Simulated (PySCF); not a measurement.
Rock-salt NaI was calculated with MP2 (PySCF, GTH pseudopotentials, Gaussian basis).

The cell has the measured lattice parameters. Conventional cell: a = 6.4728 Å, b = 6.4728 Å, c = 6.4728 Å, α = 90.00°, β = 90.00°, γ = 90.00°.

The correlation energy at a fixed DZ basis:

```tsv
k mesh	value (eV/atom)
2×2×2	-1.5807
3×3×3	-1.6507
4×4×4	-1.6682
```

Taking the value to converge with the number of k points N as 1/N, extrapolate from the last two rows.

With y = y∞ + c/w and weights w = 27 and 64 for the last two rows, y∞ = (w2 y2 − w1 y1)/(w2 − w1) = (64 × -1.6682 − 27 × -1.6507)/37 = -1.6810 eV/atom, which lies 0.0128 beyond the last row. Successive pairs of rows give -1.6802, -1.6810. The limit also hangs on the law assumed, so its last digits aren't firm.

The other settings are not extrapolated, so this is the limit in one setting alone.
